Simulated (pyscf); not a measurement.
water (H₂O) + HO–SiH(F)–F → HO–Si(OH)(F)–F + hydrogen (H₂), a four-centre exchange (singlet surface; H–O, H–Si broken, O–Si, H–H formed). Optimised with ωB97X-D3(BJ)/def2-SVP in PySCF. Energies in kcal/mol from the separated reactants.

Small-basis levels: PySCF, no dispersion term, spherical d functions. 

Quick HF/STO-3G single points give ΔE‡ = 62.8 kcal/mol and ΔE = -13.2 kcal/mol. What does ωB97M-D3(BJ)/def2-TZVP give, and how far is the quick result from it?

ωB97M-D3(BJ)/def2-TZVP gives ΔE‡ = 29.6 kcal/mol and ΔE = -22.7 kcal/mol. HF/STO-3G lies 33.2 kcal/mol over it in the barrier and 9.5 kcal/mol over it in the reaction energy, so on this step it does not hold to within 3.0 kcal/mol. ωB97M-D3(BJ)/def2-TZVP has limits of its own. On the reactant side the descent ends in a complex, 4.1 kcal/mol under the separated species and 34.1 kcal/mol under the saddle at ωB97X-D3(BJ)/def2-TZVP. One saddle was located; it need not be the lowest between these sides.
